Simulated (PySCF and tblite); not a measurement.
Values are calculated unless marked as measured or tabulated.
C3H8O, numbered as in [CH3:1][CH2:2][O:3][CH3:4].

Level: PBE0-D3(BJ)/def2-TZVP//PBE0-D3(BJ)/def2-SVP, thermal terms from GFN2-xTB, symmetry numbers and mirror pairs counted. Conformers within 4 kcal/mol (GFN2-xTB free energy) were kept, 5 at most. Run with PySCF (density fitting) and tblite.

Rotational constants are equilibrium values for the commonest isotopes; dipoles come from the energy level named.

Torsions listed: C1–C2–O3–C4. Of a mirror pair one member is shown.

| conformer | shape | symmetry |
| --- | --- | --- |
| 1 | 180° | Cs |
| 2 | 73° | C1 (pair) |

Q: Give the rotational constants and dipole components, as needed to look for these species in a jet-cooled rotational spectrum.

A: 
```tsv
conformer	A (MHz)	B (MHz)	C (MHz)	abs μa (D)	abs μb (D)	abs μc (D)	κ	Ic−Ia−Ib (u Å²)
1	28524	4191	3927	0.13	1.06	0.01	-0.98	-9.6
2	16127	5213	4531	0.45	0.78	0.80	-0.88	-16.7
```

Q: Which type of transition is strongest for conformer 1?

A: b-type, since that component is clearly the largest; the top is near-prolate.
